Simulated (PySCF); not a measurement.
# Si2NH7 (SMILES [SiH3]N[SiH3]) at CAM-B3LYP/6-31G(d) (spherical functions)

Aim: the energy change on altering one bond length of Si2NH7 at CAM-B3LYP/6-31G* (spherical functions), from 2 runs. 

Program for the calculation: PySCF 2.14.0.

1 further run of the same task is left out (set aside as unsound or not needed).

### 1 The structure to begin with

The species is Si2NH7 (10 atoms), meant as a singlet with charge 0. SMILES: `[SiH3]N[SiH3]`. The coordinates come from a PBE0-D4/def2-TZVP relaxation.

Bond lengths: Si1–N2 1.726 Å, N2–Si3 1.726 Å, Si1–H4 1.484 Å, Si1–H5 1.490 Å, Si1–H6 1.488 Å, N2–H7 1.011 Å, Si3–H8 1.484 Å, Si3–H9 1.488 Å, Si3–H10 1.490 Å. Some angles: Si1–N2–Si3 128.9°, Si1–N2–H7 115.5°, Si3–N2–H7 115.5°, N2–Si1–H4 107.4°, N2–Si1–H5 112.6°, N2–Si1–H6 110.9°, N2–Si3–H8 107.4°, N2–Si3–H9 110.9°, N2–Si3–H10 112.6°, H4–Si1–H5 109.0°.

### 2 A single-point energy at CAM-B3LYP/6-31G(d) (spherical functions)

Input file mol.xyz:

```xyz
10

Si    -1.042800     0.758390    -0.879990
N      0.119990     0.500410     0.368670
Si     0.995830    -0.935260     0.755390
H     -1.373610    -0.567260    -1.458240
H     -0.532280     1.645360    -1.962590
H     -2.274280     1.393560    -0.336440
H      0.361990     1.317290     0.912940
H      0.403090    -2.042290    -0.034740
H      0.897240    -1.243020     2.208320
H      2.444830    -0.827180     0.426680
```

Input file input.py:

```python
from pyscf import gto, dft

mol = gto.Mole()
mol.atom = 'mol.xyz'
mol.verbose = 3
mol.basis = '6-31g*'
mol.max_memory = 1860
mol.build()

mf = dft.RKS(mol, xc='cam-b3lyp')
mf.conv_tol = 1e-10
mf.grids.level = 5
mf.kernel()
if not mf.converged:
    mf = mf.newton().run(mf.mo_coeff, mf.mo_occ)

e_tot = mf.e_tot
print('E = %.10f Eh' % e_tot)
```

On the command line:

```bash
$ OMP_NUM_THREADS=1 python input.py
```

The log of the run:

```text
converged SCF energy = -637.907813694302
E = -637.9078136943 Eh
```

Wall time 48 s (1 thread of Intel Xeon at 2.50GHz (Skylake/Cascade Lake), shared host); peak memory 0.34 GiB.

### 3 The distorted shape, same level

Input file calc.py:

```python
from pyscf import gto, dft

mol = gto.M(
    atom=[
    ('Si', (-0.924489, 1.127710, -2.623546)),
    ('N', (0.238301, 0.869730, -1.374886)),
    ('Si', (1.114141, -0.565940, -0.988166)),
    ('H', (-1.255299, -0.197940, -3.201796)),
    ('H', (-0.413969, 2.014680, -3.706146)),
    ('H', (-2.155969, 1.762880, -2.079996)),
    ('H', (0.480301, 1.686610, -0.830616)),
    ('H', (0.521401, -1.672970, -1.778296)),
    ('H', (0.897240, -1.243020, 2.208320)),
    ('H', (2.563141, -0.457860, -1.316876)),
],
    verbose=3,
    max_memory=1860,
    basis='6-31g*',
    spin=0,
)

mf = dft.RKS(mol, xc='cam-b3lyp')
mf.conv_tol = 1e-10
mf.grids.level = 5
mf.kernel()
if not mf.converged:
    mf = mf.newton().run(mf.mo_coeff, mf.mo_occ)

e_final = mf.e_tot
print('E(%s) = %.9f' % ('CAM-B3LYP', e_final))
```

On the command line:

```bash
$ OMP_NUM_THREADS=1 python calc.py
```

The log of the run:

```text
converged SCF energy = -637.735917764054
E(CAM-B3LYP) = -637.735917764
```

Run time: 56 s. Hardware: 1 thread of Intel Xeon at 2.50GHz (Skylake/Cascade Lake), shared host; peak memory 0.34 GiB.

### 4 What came out

At CAM-B3LYP/6-31G* (spherical functions):

```
                                                          quantity          value
                                         first shape: total energy  -637.90781 Eh
                                        first shape: dipole moment         0.92 D
                                          first shape: HOMO energy       -8.62 eV
                                          first shape: LUMO energy        1.45 eV
                                        first shape: HOMO–LUMO gap       10.06 eV
                                     distorted shape: total energy  -637.73592 Eh
                                    distorted shape: dipole moment         3.39 D
                                      distorted shape: HOMO energy       -6.89 eV
                                      distorted shape: LUMO energy       -2.12 eV
                                    distorted shape: HOMO–LUMO gap        4.77 eV
energy change with the Si3–H9 bond stretched from 1.488 to 3.275 Å       4.678 eV
```

In words: With the Si3–H9 bond stretched from 1.488 to 3.275 Å the energy rises by 4.68 eV (451 kJ/mol). The first shape isn't relaxed at this level, so the change isn't measured from a minimum. A restricted reference can't describe the breaking bond well at this length. Mulliken charges (distorted shape) run from -0.81 on N2 to +0.51 on Si1; they depend strongly on the basis.
